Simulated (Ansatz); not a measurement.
Basis-set extrapolation for C$_{2}$H$_{3}$NS (`CSC#N`) (PBE0-D4/def2-TZVP geometry, frozen core, the Gaussian-basis code of Ansatz). Multiplicity 1, RHF reference.

```csv
,def2-TZVPP,def2-QZVPP
HF,-529.505923,-529.522611
MP2 correlation,-0.686314,-0.735109
CCSD(T) correlation,-0.746940,not run
```

Energies in hartree. Use E(X) = E(∞) + A·exp(−7.88·√X) for Hartree–Fock and E(X) = E(∞) + B·X^(−2.97) for correlation, with X = 3 and 4, and add CCSD(T) minus MP2 of the smaller set to the MP2 limit.

**Question.** What is the CCSD(T) energy at the basis-set limit?

**Answer.** HF limit: -529.522611 + (-0.016688) × 0.13774 = -529.52491. MP2 limit: -0.735109 + (-0.048795) × 0.74074 = -0.77125. Higher-order term: -0.746940 − (-0.686314) = -0.06063. Total: -530.35679 hartree, 272.9 kJ/mol below CCSD(T)/def2-TZVPP.
